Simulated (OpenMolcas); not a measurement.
**OH− (hydroxide) at 6 levels**

Aim: a comparison of 6 runs (UHF/6-31G, B2PLYP/6-31G, SVWN5/6-31G, r2SCAN/6-31G, CISD/6-31G, CCSD(T)/6-31G) of OH− (hydroxide). 

Program for the calculation: OpenMolcas 26.06.

## 1. The molecule

The species is OH− (2 atoms), meant as a singlet with charge -1. SMILES: `[OH-]`. The O1–H2 distance was set to 1.927 Å, away from the relaxed value.

## 2. The energy at UHF/6-31G (run 1)

The input, mol.inp:

```
* HO Hartree-Fock
&GATEWAY
BasLib = $CurrDir
BasisSet
O.6-31G....
O1 1.235401 -0.395400 0.637501 angstrom
End of Basis
BasisSet
H.6-31G....
H2 -0.411800 0.131800 -0.212500 angstrom
End of Basis
&SEWARD
&SCF
UHF
Charge = -1
Thresholds = 1e-10 1e-07 1e-07 1e-05
Scramble = 0.25
PrOrbitals = 1 1
```

The basis set 6-31G is read from a file made from the Basis Set Exchange's data (not shown).

The run is started by

```bash
$ export MOLCAS_MEM=1860
$ pymolcas mol.inp > mol.log
```

Output:

```text
--- Start Module: gateway ---
[...]
--- Stop Module: gateway /rc=_RC_ALL_IS_WELL_ ---
--- Start Module: seward ---
[...]
      Basis functions           11
--- Stop Module: seward /rc=_RC_ALL_IS_WELL_ ---
--- Start Module: scf ---
[...]
       Convergence after  28 Iterations
[...]
::    Total SCF energy                                -75.2275897981
[...]
      Total spin, S                                     0.5307893663
[...]
      Total electronic charge=   10.000000
      Total            charge=   -1.000000
[...]
      Dipole Moment (debye):
      Origin of the operator (angstrom)=    1.1378   -0.3642    0.5871
                   X=  2.2963E-01               Y= -7.3494E-02               Z=  1.1849E-01           Total=  2.6865E-01
      Center of Charge (angstrom)
[...]
--- Stop Module: scf /rc=_RC_ALL_IS_WELL_ ---
[...]
```

It took 1.6 s on 1 thread of Arm Neoverse V2, shared host; peak memory 0.37 GiB.

## 3. A single-point energy at B2PLYP/6-31G (run 2)

The input, mol.inp:

```
&GATEWAY
  BasLib=$CurrDir
  BasisSet
  O.6-31G....
  O1 1.235401 -0.395400 0.637501 angstrom
  End of Basis
  BasisSet
  H.6-31G....
  H2 -0.411800 0.131800 -0.212500 angstrom
  End of Basis

&SEWARD
  GridInput
  Grid=UltraFine
  End of Grid

&SCF
  Charge=-1
  KSDFT=B2PLYP_SCF
  Thresholds=1e-10 1e-07 1e-07 1e-05
  PrOrbitals=1 1

&MBPT2
  Frozen=1
```

The basis set 6-31G is read from a file made from the Basis Set Exchange's data (not shown).

The run is started by

```bash
$ export MOLCAS_MEM=1860
$ pymolcas mol.inp > mol.log
```

Output:

```text
--- Start Module: gateway ---
[...]
--- Stop Module: gateway /rc=_RC_ALL_IS_WELL_ ---
[...]
      Basis functions           11
[...]
--- Start Module: scf ---
[...]
       Convergence after  14 Iterations
[...]
::    Total KS-DFT energy                             -75.4539170348
[...]
      Total spin, S                                     0.0000000000
[...]
      Total electronic charge=   10.000000
      Total            charge=   -1.000000
[...]
      Dipole Moment (debye):
      Origin of the operator (angstrom)=    1.1378   -0.3642    0.5871
                   X=  2.2514E+00               Y= -7.2056E-01               Z=  1.1618E+00           Total=  2.6339E+00
      Center of Charge (angstrom)
[...]
--- Stop Module: scf /rc=_RC_ALL_IS_WELL_ ---
[...]
--- Start Module: mbpt2 ---
[...]
 ###    WARNING: MP2 implementation intended for RHF references only         ###
 ###############################################################################
MBPT2 WARNING: Reference function according to RunFile:KS-DFT
I'll assume you know what you're doing and continue
WARNING!
Default frozen orbitals as non valence orbitals is overwritten by user input.
Default values:   1
[...]
       Reference weight ( Cref**2 )         =        0.87238
::    Total MBPT2 energy                              -75.6400144081
[...]
      Total MBPT2 calculations                           0.02      0.03
--- Stop Module: mbpt2 /rc=_RC_ALL_IS_WELL_ ---
[...]
```

Run time: 2.4 s. Hardware: 1 thread of Arm Neoverse V2, shared host; peak memory 0.37 GiB.

Run 3 isn't shown in full; the table further down has it.

## 4. The energy at r2SCAN/6-31G (run 4)

The input, mol.input:

```
&GATEWAY
  BasLib=$CurrDir
  BasisSet
  O.6-31G....
  O1 1.235401 -0.395400 0.637501 angstrom
  End of Basis
  BasisSet
  H.6-31G....
  H2 -0.411800 0.131800 -0.212500 angstrom
  End of Basis

&SEWARD
  GridInput
  Grid=UltraFine
  End of Grid

&SCF
  Charge=-1
  KSDFT=2
  1.0 MGGA_X_R2SCAN
  1.0 MGGA_C_R2SCAN
  Thresholds=1e-10 1e-07 1e-07 1e-05
  PrOrbitals=1 1
```

The basis set 6-31G is read from a file made from the Basis Set Exchange's data (not shown).

The run is started by

```bash
$ export MOLCAS_MEM=1860
$ pymolcas mol.input > mol.log
```

Output:

```text
--- Start Module: gateway ---
[...]
--- Stop Module: gateway /rc=_RC_ALL_IS_WELL_ ---
--- Start Module: seward ---
[...]
      Basis functions           11
--- Stop Module: seward /rc=_RC_ALL_IS_WELL_ ---
--- Start Module: scf ---
[...]
       Convergence after  18 Iterations
[...]
::    Total KS-DFT energy                             -75.5521376072
[...]
      Total spin, S                                     0.0000000000
[...]
      Total electronic charge=   10.000000
      Total            charge=   -1.000000
[...]
      Dipole Moment (debye):
      Origin of the operator (angstrom)=    1.1378   -0.3642    0.5871
                   X=  1.6600E+00               Y= -5.3129E-01               Z=  8.5659E-01           Total=  1.9420E+00
      Center of Charge (angstrom)
[...]
--- Stop Module: scf /rc=_RC_ALL_IS_WELL_ ---
[...]
```

Run time: 3.3 s. Hardware: 1 thread of Arm Neoverse V2, shared host; peak memory 0.37 GiB.

Run 5 isn't shown in full; the table further down has it.

## 5. A single-point energy at CCSD(T)/6-31G (run 6)

The input, mol.inp:

```
* HO CCSD(T)

&GATEWAY
  BasLib = $CurrDir
  BasisSet
  O.6-31G....
  O1 1.235401 -0.395400 0.637501 angstrom
  End of Basis
  BasisSet
  H.6-31G....
  H2 -0.411800 0.131800 -0.212500 angstrom
  End of Basis

&SEWARD

&SCF
  Charge = -1
  Thresholds = 1e-10 1e-07 1e-07 1e-05
  PrOrbitals = 1 1

&RASSCF
  FileOrb = $Project.ScfOrb
  Spin = 1
  Nactel = 0 0 0
  Inactive = 5
  Ras2 = 0
  OutOrbitals = Canonical
  OrbListing = Nothing

&MOTRA
  JobIph
  Frozen = 1

&CCSDT
  CCT
  Triples = 2
  Iterations = 80
  Accuracy = 1e-08
  Extrapolation = 5 4
```

The basis set 6-31G is read from a file made from the Basis Set Exchange's data (not shown).

The run is started by

```bash
$ export MOLCAS_MEM=1860
$ pymolcas mol.inp > mol.log
```

Output:

```text
--- Start Module: gateway ---
[...]
--- Stop Module: gateway /rc=_RC_ALL_IS_WELL_ ---
[...]
      Basis functions           11
[...]
       Convergence after  15 Iterations
[...]
::    Total SCF energy                                -75.1845575239
[...]
      Total spin, S                                     0.0000000000
[...]
      Number of active orbitals                  0
[...]
      Spin quantum number                      0.0
[...]
      Active orbitals                            0
[...]
      Number of CSFs                             1
[...]
      Number of root(s) required                 1
[...]
      Convergence after  4 iterations
[...]
      Natural orbitals and occupation numbers for root  1
      ************************************************************************************************************************
      *                                                    Final results                                                     *
      ************************************************************************************************************************
[...]
::    RASSCF root number  1 Total energy:    -75.18455752
[...]
      Total electronic charge=   10.000000
      Total            charge=   -1.000000
[...]
      Dipole Moment (debye):
      Origin of the operator (angstrom)=    1.1378   -0.3642    0.5871
                   X=  3.0327E+00               Y= -9.7064E-01               Z=  1.5650E+00           Total=  3.5480E+00
      Center of Charge (angstrom)
[...]
--- Start Module: motra ---
[...]
      *** WARNING: Default frozen orbitals is overwritten by user input.
      *** Default values:   1
[...]
--- Stop Module: motra /rc=_RC_ALL_IS_WELL_ ---
--- Start Module: ccsdt ---
[...]
      Convergence after                    16  Iterations
      Total energy (diff) :     -75.34163815      -0.00000000
[...]
 METHOD                       : CCSD+T(CCSD)+<T3(1)WT1> = CCSD(T)
[...]
       CCSD     =       -75.3416381475913
[...]
--- Stop Module: ccsdt /rc=_RC_ALL_IS_WELL_ ---
[...]
```

It took 1.8 s on 1 thread of Arm Neoverse V2, shared host; peak memory 0.37 GiB.

## 6. All runs side by side

| run | level | scramble | frozen core orbitals | energy (Eh) | HOMO energy (eV) | LUMO energy (eV) | HOMO–LUMO gap (eV) | wall time |
| --- | --- | --- | --- | --- | --- | --- | --- | --- |
| 1 | UHF/6-31G | 0.25 | – | -75.227590 | -1.15 | 10.06 | 11.21 | 1.6 s |
| 2 | B2PLYP/6-31G | – | 1 | -75.504163 | -0.40 | 7.30 | 7.70 | 2.4 s |
| 3 | SVWN5/6-31G | – | – | -75.031767 | 4.36 | 4.52 | 0.16 | 2.5 s |
| 4 | r2SCAN/6-31G | – | – | -75.552138 | 3.58 | 4.62 | 1.04 | 3.3 s |
| 5 | CISD/6-31G | – | 1 | -75.331154 | -1.66 | 10.10 | 11.76 | 1.4 s |
| 6 | CCSD(T)/6-31G | – | 1 | -75.352383 | -1.66 | 10.10 | 11.76 | 1.8 s |

## 7. Results

```
                                                    quantity         value
                                         run 6: total energy  -75.35238 Eh
                  run 6: HOMO energy (Hartree–Fock orbitals)      -1.66 eV
                  run 6: LUMO energy (Hartree–Fock orbitals)      10.10 eV
run 6: HOMO–LUMO gap (to an unbound level, set by the basis)      11.76 eV
           run 6: correlation energy (1 core orbital frozen)    -167.8 mEh
                                       run 6: (T) correction    -10.74 mEh
```

In words: Below the UHF energy at the same shape and in the same basis (6-31G): CISD -103.6 mEh; CCSD(T) -124.8 mEh. Some of these start from another determinant than that one, so these aren't their correlation energies. Over runs 1, 2, 3, 4 the HOMO–LUMO gap runs from 0.16 eV (SVWN5/6-31G) to 11.21 eV (UHF/6-31G). The empty levels of an anion lie above zero and hang on the basis. For B2PLYP the log adds the whole second-order term; the table takes 0.27 of it, as the functional is defined. Totals of different functionals can't be ranked against each other. In runs 3, 4 the HOMO lies above zero, so the outermost electron may be held by the basis alone. Spin contamination of the reference: run 1 ⟨S²⟩ = 0.81. Where it is this large, the reference is a mixture of spin states, and values that rest on it are in doubt. All runs together took 13 s, the longest 3.3 s.
